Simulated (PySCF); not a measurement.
# O: ionisation energy

O [He] 2s2 2p4 (3P) → O⁺ [He] 2s2 2p3 (4S), as a difference of total energies. Calculation: PySCF 2.14, in cc-pVTZ (4s3p2d1f, 30 functions); the non-relativistic Hamiltonian (point nucleus). Correlated levels: valence: 1s2 frozen. The calculations carry no spin-orbit coupling.

```json
{"method": "UHF", "ionisation energy (eV)": "12.011"}
{"method": "TPSS", "ionisation energy (eV)": "13.984"}
{"method": "r2SCAN", "ionisation energy (eV)": "13.673"}
{"method": "MP2 (valence)", "ionisation energy (eV)": "13.249"}
{"method": "SCS-MP2 (valence)", "ionisation energy (eV)": "13.347"}
{"method": "CCSD (valence)", "ionisation energy (eV)": "13.279"}
{"method": "CCSD(T) (valence)", "ionisation energy (eV)": "13.314"}
```

Errors of the correlated levels include the incompleteness of this basis and the frozen core.

**Question.** Which method comes closest to the reference value, and which is furthest?

**Answer.** The reference is 13.608 eV (measured; NIST levels, between the centres of gravity of the two terms). Closest: r2SCAN (error 0.065 eV); furthest: UHF (error -1.597 eV).
